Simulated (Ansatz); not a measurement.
Relaxation of C3H6FNO (12 atoms, charge 0, multiplicity 1), to a largest force component of 0.015 eV/Å in at most 40 steps.

Method: RKS PBE-D4/def2-SVP (Ansatz 0.2.0).

```xyz
12
Properties=species:S:1:pos:R:3
C 0.090 -0.451 1.681
C 0.341 -0.413 0.214
O 1.162 0.661 -0.230
C -0.081 0.695 -0.688
N -0.299 0.488 -2.127
F -1.000 1.634 -0.113
H 0.864 -0.915 2.225
H -0.859 -0.918 1.852
H -0.047 0.625 2.114
H 0.518 -1.396 -0.164
H -1.211 0.842 -2.397
H 0.441 1.004 -2.582
```

Task: Where does it end, and by what steps?

Result: The forces met the threshold. After 11 steps the energy has fallen by 0.531 eV; H12 moved furthest, 0.40 Å.

```csv
step,energy less start (eV),largest force component (eV/Å),accepted
0,0.0000,3.476,yes
1,-0.4033,1.394,yes
2,-0.4950,0.314,yes
3,-0.5072,0.143,yes
4,-0.5179,0.224,yes
5,-0.5203,0.319,yes
6,-0.5288,0.080,yes
7,-0.5295,0.083,yes
8,-0.5307,0.045,yes
9,-0.5308,0.019,yes
10,-0.5308,0.062,no
11,-0.5309,0.003,yes
```

```xyz
12
Properties=species:S:1:pos:R:3
C -0.003 -0.405 1.677
C 0.338 -0.430 0.214
O 1.316 0.560 -0.257
C 0.008 0.680 -0.695
N -0.225 0.515 -2.074
F -0.660 1.769 -0.134
H 0.836 -0.805 2.282
H -0.891 -1.041 1.871
H -0.225 0.625 2.011
H 0.482 -1.423 -0.255
H -1.234 0.503 -2.266
H 0.176 1.310 -2.591
```

Run time: 16 s on 2 threads of Intel(R) Xeon(R) 6975P-C (Granite Rapids) (shared host), peak memory 0.17 GiB.
